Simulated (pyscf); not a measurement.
Routes from `[Cl][B]([Cl])[Cl]` + `[ClH]`

Candidate steps break at most two bonds and form at most two. Each was searched with GFN2-xTB (tblite) first. Single points on ωB97X-D3(BJ)/def2-SVP structures (PySCF, gas phase). MP2 and CC: frozen core, UHF for open shells. ΔMP2 is the change of the MP2 total energy from the triple- to the quadruple-zeta basis. Energies: CCSD(T)/def2-TZVPP + ΔMP2(QZVPP), kJ/mol, from the separated reactants, singlet surface; ΔG‡ with ideal gas, 1 atm, RRHO with modes under 100 cm⁻¹ raised to 100, one conformer, R ln 2 for chiral ones without a mode under 150 cm⁻¹.

```tsv
products	type	ΔE‡	ΔE	ΔG‡ 298 K	ΔG‡ 900 K	ν‡ (cm⁻¹)
HCl + Cl–B(Cl)–Cl	four-centre exchange	107.0	0.0	142.1	226.4	924i
Cl–Cl + Cl–BH–Cl	four-centre exchange	453.6	+246.7	482.2	556.4	1795i
```

Plain bond fissions and candidates not yet searched are not listed, and one of them may be faster. Each barrier is that of the saddle found; lower ones may exist. A restricted solution here is unstable towards spin polarisation, so biradical character is likely and single-reference numbers are less safe. The CCSD(T) − MP2 part came from Ansatz, without density fitting, on the same reference. The largest closed-shell T1 diagnostic is 0.094, which may signal static correlation.
